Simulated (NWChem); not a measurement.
CH3O, doublet; SMILES C[O]

Program: NWChem. Pople sets run with spherical d functions. Spin-unrestricted. The radical's symmetric form is orbitally degenerate, so geometry and low modes hang on which distorted state is reached. Geometry: optimised at PBE-D3(BJ)/def2-SVP, spin-unrestricted. No stability test was run on the SCF state.

Problem. Taking UHF/6-311++G** as the yardstick, which of these has the fewest basis functions while keeping “highest occupied level (eV)” within 0.05 eV of it: UHF/6-311G**; UHF/6-31+G*; UHF/6-31G*; UHF/3-21G?

Solution. UHF/6-31+G* (a larger set in the list lies outside the tolerance).
```csv
level,basis functions,highest occupied level (eV)
UHF/3-21G,24,-11.57
UHF/6-31G*,34,-11.96
UHF/6-31+G*,42,-12.09
UHF/6-311G**,54,-11.97
UHF/6-311++G**,65,-12.07
```

The yardstick is one finite set, not the basis-set limit.
